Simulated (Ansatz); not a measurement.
# How far each method lies from RCCSDTQ for NS⁺, singlet

Geometry: a PBE0/def2-TZVP stationary point for this spin.

```xyz
2

N     0.0000    0.0000    0.0000
S     0.0000    0.0000    1.4226
```

Basis cc-pVDZ; Ansatz 0.2.0. Correlated methods freeze the noble-gas cores, which leaves 10 electrons in 26 orbitals. R marks a restricted (for open shells ROHF) determinant, U an unrestricted one. Active spaces: valence = (10e, 8o) chosen from the atoms' valence shells.

Full CI isn't at hand for all of this; RCCSDTQ serves as the reference, and is uncertain by about the last step of the cluster series. The frozen core follows each run's orbitals, which can shift R against U totals by a few meV.

Unrestricted rows (U) aren't spin-pure: their determinants' ⟨S²⟩ exceeds S(S+1) by up to 0.62, so they mix in states of higher spin.

- UHF ⟨S²⟩: 0.622
- T1 diagnostic (RCCSD): 0.0185
- largest doubles amplitude (RCCSD): 0.130

```
   level  E − E(RHF) (eV)
     UHF          -0.2559
    RMP2          -8.2226
   RCCSD          -8.3043
RCCSD(T)          -8.7464
```

Question: Estimate how far RCCSDTQ in cc-pVDZ lies from RCCSD(T). The table doesn't fix it; the size of (T) and the diagnostics are the guide.

Answer: RCCSDTQ in cc-pVDZ lies 5.5 kJ/mol below RCCSD(T), which is 13 % of the (T) step (-42.7 kJ/mol). A doubles amplitude is large, RHF is unstable towards spin polarisation, but (T) still catches most of what CCSD lacks. The miss exceeds 1 kcal/mol.

The other levels:

| level | E − E(RCCSDTQ) (kJ/mol) | share of correlation (%) | wall time |
| --- | --- | --- | --- |
| CISD | 115.2 | 86.44 | 0.57 s |
| BCCD(T) | 5.4 | 99.36 | 0.36 s |
| RCCSDT | 5.5 | 99.35 | – |
| RCCSDT(Q) | -1.0 | 100.12 | 1.4 s |
| CASSCF (valence space) | 454.4 | 46.50 | – |
| NEVPT2 (valence space) | 90.5 | 89.35 | 1.3 s |
| MRCISD (valence space) | 26.0 | 96.94 | – |
| MRCISD+Q (valence space) | -0.1 | 100.01 | 2 s |

The correlation energy at RCCSDTQ, counted from RHF, is -8.803 eV. That run took 33 s on 1 thread of Arm Neoverse V2, shared host.

Times hold each run's SCF and search for its determinant on a shared host, so for small cases they say little of a method's own cost; they ran on 1 thread of Arm Neoverse V2.

Natural occupations of CASSCF (valence space) about the gap: 1.995 1.986 1.971 1.918 1.918 0.091 0.091 0.031; effectively unpaired electrons, Σ n²(2−n)², 0.12.
